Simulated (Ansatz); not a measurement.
**CsSb2: from a trial structure to a relaxed crystal**

Theory: DFT PBE, scalar-relativistic, plane waves, PAW (Ansatz). Cutoff 420 eV, Γ-centred k mesh, Gaussian smearing, no spin polarisation in the final step.

The start puts CsSb2 on the Cu2Sb structure type (P4/nmm, No. 129), with Cs in place of Sb, Sb in place of Cu, at a guessed volume.

```yaml
crystal:
  lattice:
    - [4.96916, 0.00000, 0.00000]
    - [0.00000, 4.96916, 0.00000]
    - [0.00000, 0.00000, 7.58195]
  atoms:
    - { symbol: Cs, position: [0.00000, 0.50000, 0.70000] }
    - { symbol: Cs, position: [0.50000, 0.00000, 0.30000] }
    - { symbol: Sb, position: [0.00000, 0.00000, 0.00000] }
    - { symbol: Sb, position: [0.50000, 0.50000, 0.00000] }
    - { symbol: Sb, position: [0.00000, 0.50000, 0.27000] }
    - { symbol: Sb, position: [0.50000, 0.00000, 0.73000] }
```

Cell and atoms relax at zero pressure; the relaxation can't lower the symmetry of the start. After a coarse first stage the cell is made exact in the group found at 0.06 Å.

Formation energies are uncorrected and refer to the elements' standard structures at the same level.

Problem. Which crystal results?

Solution. It keeps P4/nmm (No. 129), but not the shape of the type it started on. Conventional cell: a = 5.772 Å, c = 8.004 Å. Cs has 10 Sb at 3.83–4.39 Å and 4 Cs at 4.82 Å; around Sb on Wyckoff site a (2 atoms of the primitive cell) lie 4 Sb at 3.09 Å; Sb on Wyckoff site c (2 atoms of the primitive cell) is coordinated by 4 Sb at 3.09 Å.

Space group P4/nmm:1 (No. 129). a = 5.772 Å, b = 5.772 Å, c = 8.004 Å, α = 90.00°, β = 90.00°, γ = 90.00°
| atom | site | symmetry | x | y | z |
| --- | --- | --- | --- | --- | --- |
| Cs | 2c | 4mm | 0.0000 | 0.5000 | 0.6605 |
| Sb | 2a | -4m2 | 0.0000 | 0.0000 | 0.0000 |
| Sb | 2c | 4mm | 0.0000 | 0.5000 | 0.1384 |

Problem. What are its volume, energy, density and gap?

Solution. The volume per atom is 44.45 Å³. The density is 4.69 g/cm³ and the energy over the elements is -0.27 eV/atom. The gap on the 8×8×6 mesh is 0 eV (a metal).

The final run used a 8×8×6 mesh on its 6-atom cell and 0.10 eV smearing. For metals, differences of a few meV/atom aren't resolved. Spin–orbit coupling is left out. Symmetry constrained the relaxation, so the result can be a saddle point.

Cost: 3 runs of about 7.1 core-minutes in all, on Arm Neoverse V1 (shared hosts).